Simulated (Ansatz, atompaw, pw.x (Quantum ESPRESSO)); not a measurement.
# germanium (diamond): variants of one PAW (atompaw) potential in the solid

Ge (Z = 32), PAW, made with atompaw 4.2.0.5 (PBE, scalar-relativistic). Core [Ar] 3d10, reference 4s2 4p2. Waves: 4s (bound): rc 2.15 bohr; 4s channel at 0.55 Ry: rc 1.65 bohr; 4p (bound): rc 2.15 bohr; 4p channel at 0.15 Ry: rc 2.15 bohr; 4d channel at 0.2 Ry: rc 2.15 bohr; 4d channel at 2.5 Ry: rc 2.15 bohr. Local part: ultrasoft scheme with l = 3 at 0.5 Ry, radius 1.60 bohr. Core correction: smooth core density matched at 1.25 bohr. Augmentation charge: sinc compensation charge, radius 1.55 bohr; PAW radius 2.15 bohr; waves and projectors: custom rrkj gramschmidtortho.

Crystal test: diamond Ge in pw.x 7.5, no spin, 8³ k-points, Fermi–Dirac smearing 0.01 Ry, cutoffs set for each file from its atomic test. The reference is all-electron LAPW (Ansatz 0.2.0) with the same functional, mesh and smearing; V0 and B0 come from Birch–Murnaghan fits to the pressures at five volumes. Errors are pseudo minus all-electron; Δ is the rms difference of the E(V) curves that follow from these fits, minima aligned, over ±6 % about the mean V0. Mesh and smearing are coarse, so the numbers serve the comparison and aren't converged zero-temperature values; the lattice is a test structure that the element need not adopt.

All-electron: a0 = 5.765 Å (V0 = 23.95 Å³/atom), B0 = 57.6 GPa.

Base: The logarithmic derivative shows an extra or strongly shifted pseudo pole above the reference energy (d near 1.29 Ry).

3 further variants are left out: they gave no file fit for a test, a broken result, the same result as the base, or pressures whose basis-set error rivals the error shown.

| change | cutoffs (Ry) | pw.x | a0 (Å) | a0 error (%) | B0 error (%) | Δ (meV/atom) | mean pressure error (GPa) |
| --- | --- | --- | --- | --- | --- | --- | --- |
| base | 40/400 | converged | 5.767 | +0.03 | +1.4 | 0.3 | +0.05 |
| all radii scaled by about 1.28 (s 2.76, p 2.76, d 2.76 bohr); local potential ultrasoft scheme with l = 3 at 0.5 Ry, radius 2.04 bohr; augmentation sinc compensation charge, radius 1.98 bohr; PAW radius 2.76 bohr; waves and projectors: custom rrkj gramschmidtortho; core correction smooth core density matched at 1.60 bohr | 40/400 | converged | 5.773 | +0.14 | +2.1 | 1.4 | +0.26 |

**Question.** Give the row for: all radii scaled by about 1.17 (s 2.52, p 2.52, d 2.52 bohr); local potential ultrasoft scheme with l = 3 at 0.5 Ry, radius 1.88 bohr; augmentation sinc compensation charge, radius 1.82 bohr; PAW radius 2.52 bohr; waves and projectors: custom rrkj gramschmidtortho; core correction smooth core density matched at 1.46 bohr.

**Answer.** pw.x: converged; mean pressure error (GPa): +0.25; a0 (Å): 5.773; a0 error (%): +0.14; B0 error (%): +1.2; Δ (meV/atom): 1.3.
